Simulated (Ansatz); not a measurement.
This Ansatz (a quantum-chemistry and plane-wave program) input (PBE0/cc-pV(T+d)Z) gives -682.07805 Eh with 78 basis functions. A basis named .json is the Basis Set Exchange file of that set (core-valence sets with the plain set on hydrogen).

Ansatz 0.2 input:
```yaml
crystal:
  periodic: [false, false, false]
  atoms:
    - {symbol: P, position_ang: [-0.00000000, -0.00000000, -0.98809696]}
    - {symbol: P, position_ang: [0.00000000, 0.00000000, 0.98809696]}
basis:
  gaussian:
    orbitals: cc-pV_T+d_Z.json
    final_grid: {core_spheres: 6, valence_spheres: 5, degree: 17}
hamiltonian:
  xc: {name: PBE0}
total_charge: 1
magnetization: {spin_polarized: true, initial_magnetization: 1}
```

Change:
```diff
- final_grid: {core_spheres: 6, valence_spheres: 5, degree: 17}
+ final_grid: {core_spheres: 18, valence_spheres: 15, degree: 47}
```

Question: What does the run give now?

Answer: -682.07803 Eh (PBE0/cc-pV(T+d)Z, 78 functions), a change of +0.02 mEh.
